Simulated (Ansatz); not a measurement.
Solid iodine was calculated with PBEsol-D3(BJ) (Ansatz, an electronic-structure program, plane waves, PAW).

Numerical settings: plane-wave cutoff 520 eV, 8×8×4 k mesh (along the axes of the cell as run), Fermi–Dirac smearing 0.01 eV, scalar-relativistic PAW data made under PBE.

Properties against volume:

Shape and atoms are relaxed at each volume.

```tsv
V (Å³/atom)	P (GPa)	direct gap at Γ (eV)	smallest gap on the k mesh (eV)	c (Å)
34.259	0.82	1.217	0.602	9.471
34.973	0.37	1.190	0.638	9.498
35.687	0.00	1.172	0.670	9.520
36.401	-0.32	1.154	0.702	9.540
37.114	-0.59	1.139	0.731	9.560
```

The fundamental gap (0.67 eV at the equilibrium volume, with added k points) lies elsewhere than Γ–Γ.

Note: the bulk modulus comes from volumes at which shape and atoms were relaxed.

Spin–orbit coupling is not included; with these elements it can move the gap by several tenths of an eV or more.
